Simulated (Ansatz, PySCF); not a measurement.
Reaction (SMILES): [CH2][SiH3] -> [CH2-][SiH3] (an electron is taken up)
Structures are relaxed separately at B3LYP-D3(BJ)/def2-TZVP in Ansatz (a program for electronic structure).

Wanted: adiabatic electron affinity (0 K, with B3LYP-D3(BJ) harmonic zero-point energies from PySCF), positive where the reaction releases energy, in eV. Valence correlation only, unless marked. UHF or UKS for open shells. No spin-orbit coupling. No relativistic terms. Anions need diffuse functions: aug- sets have them; def2-D sets add few; the other sets have none. CBS(X,Y): correlation extrapolated as X^-3; Hartree-Fock from the larger set. The bracket is a focal-point correction in the basis named.

RI-MP2/CBS(def2-TZVPPD,def2-QZVPPD)+[CCSD(T)-MP2]/def2-TZVPPD (Ansatz) gives 1.05 eV.

Question: Another calculation gave 0.94 eV. Which level was it?
(A) revPBE/def2-TZVPD (Ansatz)
(B) B97M-V/def2-TZVPD (Ansatz)
(C) BHLYP/def2-TZVPD (Ansatz)
(D) r2SCAN/def2-TZVPD (Ansatz)

Answer: A, revPBE/def2-TZVPD (Ansatz). The others give 0.82 (r2SCAN), 1.07 (B97M-V), 0.63 (BHLYP) eV.
